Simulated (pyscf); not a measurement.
H₃C–CH=NH (SMILES CC=N) + H₂ (SMILES [H][H]) → H₃C–CH=NH (SMILES CC=N) + H₂ (SMILES [H][H]) (four-centre exchange; singlet surface; H–N, H–H broken, H–N, H–H formed). PySCF, gas phase, ωB97X-D3(BJ)/def2-SVP geometries. Energies in kcal/mol from the separated reactants.

```json
[
 {"level": "PBE/def2-TZVP", "barrier": "50.4", "reaction energy": "0.0"},
 {"level": "r²SCAN/def2-TZVP", "barrier": "…", "reaction energy": "0.0"},
 {"level": "B3LYP-D3(BJ)/def2-TZVP", "barrier": "57.7", "reaction energy": "0.0"},
 {"level": "PBE0-D3(BJ)/def2-TZVP", "barrier": "56.3", "reaction energy": "0.0"},
 {"level": "M06-2X/def2-TZVP", "barrier": "…", "reaction energy": "0.0"},
 {"level": "ωB97M-D3(BJ)/def2-TZVP", "barrier": "63.3", "reaction energy": "0.0"}
]
```

**Question.** Some entries are withheld; supply them.

**Answer.** 
- r²SCAN/def2-TZVP, barrier: 54.9
- M06-2X/def2-TZVP, barrier: 65.4

The functionals in the table span 15.0 kcal/mol in this barrier, from PBE to M06-2X. This is the saddle that the search found; another between the same sides may lie lower. A restricted solution here is unstable towards spin polarisation, so biradical character is likely and single-reference numbers are less safe.
